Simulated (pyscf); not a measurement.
This saddle point was located with ωB97X-D3(BJ)/def2-SVP in PySCF.

```xyz
12

C     -1.0710     0.8017     1.4898
C     -0.1435    -0.1834     1.1804
Zn    -0.2049    -1.0117    -0.8732
O      0.9011    -2.2945    -1.4793
H     -1.4584    -0.0108    -1.2302
H     -0.7634     1.8521     1.5306
H     -1.9543     0.5556     2.0887
H     -0.2920    -1.1899     1.5939
H      0.9040     0.1121     1.0338
H      1.5518    -2.6162    -0.8476
H     -2.0153     1.1414     0.2648
H     -1.9693     0.7544    -0.5385
```

Surface: singlet, charge 0. Lowest wavenumbers (cm⁻¹): 1096i, 57, 133, 165, 242.

Problem. What reaction is this the transition state of?

Solution. `[CH3][CH2][Zn][OH]` + `[H][H]` ⇌ `[CH2]=[CH2]` + `[OH][ZnH]` + `[H][H]`, a multi-bond step read from left to right: C–H, C–Zn, H–H broken and H–Zn, H–H formed. At ωB97M-D3(BJ)/def2-TZVP it lies +2.43 eV from the left side and +1.24 eV from the right (each side as separated species at their lowest minima found). On the product side the descent ends in a complex (not fully relaxed), 0.33 eV under the separated species and 1.51 eV under the saddle at ωB97X-D3(BJ)/def2-TZVP. The same reactants have a lower exit, to HO–ZnH + H₃C–CH₃ (barrier +2.00 eV at ωB97M-D3(BJ)/def2-TZVP, against +2.43 eV here). This is the saddle that the search found; another between the same sides may lie lower. Elements up to Kr have no core potential and no relativistic terms here.
